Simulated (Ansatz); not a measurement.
`Cc1cscn1`. Total charge 0; spin multiplicity 1. The geometry is a stationary point of PBE0-D4/def2-TZVP.

```xyz
11

C     1.561    0.066   -0.579
C     0.165   -0.004   -0.068
C    -0.739   -0.991   -0.332
S    -2.215   -0.667    0.459
C    -1.530    0.770    1.095
N    -0.303    0.992    0.747
H     1.794   -0.790   -1.213
H     2.270    0.089    0.252
H     1.709    0.981   -1.157
H    -0.608   -1.871   -0.941
H    -2.104    1.425    1.737
```

(1) What is the dipole moment at PBE/def2-TZVPP? (Estimate.)

(2) And with r2SCAN, B3LYP, ωB97M-V? (An estimate is asked.)

(3) Give the Mulliken charges with PBE, B3LYP, ωB97M-V in def2-TZVPP. (Best estimate.)

Answers

(1) The calculation gave: 1.26 D, with components (-0.20, -1.09, -0.61) D in this frame, pointing from negative to positive charge.

(2) Ansatz gave: r2SCAN 1.26 D, B3LYP 1.33 D, ωB97M-V 1.35 D.

(3) Computed: 
```json
{"atom": "C1", "PBE": "-0.23", "B3LYP": "-0.23", "ωB97M-V": "-0.28"}
{"atom": "C2", "PBE": "0.02", "B3LYP": "0.06", "ωB97M-V": "0.08"}
{"atom": "C3", "PBE": "-0.09", "B3LYP": "-0.12", "ωB97M-V": "-0.16"}
{"atom": "S4", "PBE": "0.02", "B3LYP": "0.04", "ωB97M-V": "0.09"}
{"atom": "C5", "PBE": "-0.03", "B3LYP": "-0.03", "ωB97M-V": "-0.05"}
{"atom": "N6", "PBE": "-0.19", "B3LYP": "-0.24", "ωB97M-V": "-0.25"}
{"atom": "H7", "PBE": "0.08", "B3LYP": "0.08", "ωB97M-V": "0.09"}
{"atom": "H8", "PBE": "0.10", "B3LYP": "0.10", "ωB97M-V": "0.12"}
{"atom": "H9", "PBE": "0.10", "B3LYP": "0.10", "ωB97M-V": "0.12"}
{"atom": "H10", "PBE": "0.10", "B3LYP": "0.12", "ωB97M-V": "0.11"}
{"atom": "H11", "PBE": "0.11", "B3LYP": "0.13", "ωB97M-V": "0.13"}
```

B3LYP here is the variant with VWN-RPA as its local correlation; programs differ in this.
